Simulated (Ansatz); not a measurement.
Ansatz (an electronic-structure program) input:

Ansatz 0.2 input:
```yaml
crystal:
  periodic: [false, false, false]
  atoms:
    - {symbol: C, position_ang: [-0.01056978, 0.49778310, 0.42770843]}
    - {symbol: F, position_ang: [0.01210757, -0.48553006, -0.48251610]}
    - {symbol: H, position_ang: [-0.98026178, 0.69384468, 0.86184822]}
    - {symbol: H, position_ang: [0.93471233, 0.68922727, 0.91454611]}
basis:
  gaussian:
    orbitals: aug-cc-pVDZ
magnetization: {spin_polarized: true, initial_magnetization: 1}
correlation: {method: ccsd_t, electrons: outside_noble_gas}
output: {forces: true}
```

Problem. Which total energy does the run end on?

Solution. -138.77931 Eh (CCSD(T)/aug-cc-pVDZ). The basis has 64 functions.

It need not be the lowest isomer of its formula.
